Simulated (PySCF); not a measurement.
Working out the ionisation energy of S

S [Ne] 3s2 3p4 (3P) → S+ [Ne] 3s2 3p3 (4S). All numbers are calculated (PySCF 2.14, scalar relativity by spin-free X2C-1e, in aug-cc-pCVTZ-DK with one added diffuse shell each of s, p, d, f type (9s8p6d4f, 91 functions)). Frozen: nothing. Energies in hartree (1 hartree = 27.21139 eV):

| part | S (lower) | S+ (upper) |
| --- | --- | --- |
| UHF | -398.591033 | -398.252127 |
| MP2 opposite-spin | -0.330778 | -0.305588 |
| MP2 same-spin | -0.120671 | -0.117308 |

Problem. What does Hartree-Fock give?

Solution. (-398.252127) − (-398.591033) = 0.338906 hartree = 9.222 eV.

Problem. What do MP2 and SCS-MP2 (6/5 opposite-spin, 1/3 same-spin) give?

Solution. The opposite-spin parts differ by 0.685 eV and the same-spin parts by 0.092 eV. MP2: 9.222 + (0.685) + (0.092) = 9.999 eV. SCS-MP2: 9.222 + 1.2 × (0.685) + (0.092)/3 = 10.075 eV.

Measured between the centres of the two terms (NIST): 10.336 eV, so MP2 (all electrons) is off by -0.337 eV.

What remains against the reference includes basis incompleteness and correlation beyond second order.
